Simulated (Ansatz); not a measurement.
Start from `C=CC(=C)Cl` and change one atom or group to get `C=CC(=C)C`.

Ansatz, PBE0-D4/def2-TZVP geometries, multiplicity 1. Each molecule was computed in one conformer, which needn't be the lowest.

| property | `C=CC(=C)Cl` |
| --- | --- |
| LUMO energy (PBE0/def2-TZVPP) / eV | -1.23 |
| LUMO energy (B3LYP/def2-TZVPP) / eV | -1.43 |
| size of the dipole moment (ωB97M-V/def2-TZVPP) / D | 1.39 |
| LUMO energy (PBE/def2-TZVPP) / eV | -2.15 |
| HOMO–LUMO gap (B3LYP/def2-TZVPP) / eV | 5.41 |
| size of the dipole moment (B3LYP/def2-TZVPP) / D | 1.38 |

Task: What does the change do to each property? (An estimate is asked.)

Result: The calculation gave: 
```csv
property,`C=CC(=C)C`,shift
LUMO energy (PBE0/def2-TZVPP) / eV,-0.77,0.46
LUMO energy (B3LYP/def2-TZVPP) / eV,-0.98,0.45
size of the dipole moment (ωB97M-V/def2-TZVPP) / D,0.27,-1.12
LUMO energy (PBE/def2-TZVPP) / eV,-1.72,0.43
HOMO–LUMO gap (B3LYP/def2-TZVPP) / eV,5.53,0.12
size of the dipole moment (B3LYP/def2-TZVPP) / D,0.28,-1.10
```

With PBE0 the HOMO rises by 0.33 eV and the LUMO rises by 0.46 eV, so the gap widens by about 0.13 eV. PBE moves the HOMO by 0.29 eV and ωB97M-V by 0.32 eV. Dipoles are sizes alone; their direction can turn.

B3LYP here is the variant with VWN-RPA as its local correlation; programs differ in this.
